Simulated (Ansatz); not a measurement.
System: rock-salt ZrC. Method: PBE in Ansatz (PAW).

Run with plane-wave cutoff 520 eV, 16×16×16 k mesh, Fermi–Dirac smearing 0.1 eV, perturbation theory, scalar-relativistic PAW data made under PBE.

The cell has the measured lattice: a = 4.6920 Å, b = 4.6920 Å, c = 4.6920 Å, α = 90.00°, β = 90.00°, γ = 90.00°.

Problem. What does this level give for the zone-centre TO phonon frequency?

Solution. 
* **zone-centre TO phonon frequency**: 429 cm⁻¹

Note: the cell isn't this level's own, so it is under some stress, which shifts stiffness and frequencies.

It cost roughly 12 core-minutes of CPU time.

Ansatz is a program for electronic structure.
